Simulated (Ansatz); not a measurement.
# Dissociation curves of CH3 (methyl radical)

The species is CH3 (4 atoms), meant as a doublet with charge 0. SMILES: `[CH3]`. Geometry: relaxed at PBE0-D4/def2-TZVP.

```xyz
4

C     0.0000    0.0000    0.0000
H     0.0912    0.9019    0.5872
H    -0.8832   -0.1676   -0.5987
H     0.7920   -0.7343    0.0114
```

The C1–H4 distance is scanned; the parts on either side stay rigid. Basis 3-21G, 1 core orbital frozen in the correlated methods; program Ansatz 0.2.0. FCI is exact within this basis and core. Energies in eV from each method's value at 1.080 Å; open shells run as named. The shape above is that at 1.080 Å.

```tsv
distance (Å)	UB3LYP	U-wB97X	UCCSD	UBCCD(T)	UCCSDT	FCI
1.080	0.00	0.00	0.00	0.00	0.00	0.00
1.350	0.80	0.83	0.75	0.74	0.74	0.74
1.620	2.15	2.25	1.98	1.96	1.95	1.95
2.160	4.30	4.46	3.82	3.76	3.74	3.74
2.700	4.99	5.06	4.40	4.39	4.35	4.35
```

Departure from the FCI curve at its largest: UB3LYP +0.64 eV at 2.70 Å; U-wB97X +0.72 eV at 2.16 Å; UCCSD +0.08 eV at 2.16 Å; UBCCD(T) +0.05 eV at 2.70 Å; UCCSDT within 0.005 eV. For the functionals part of the departure is owed to the small basis.
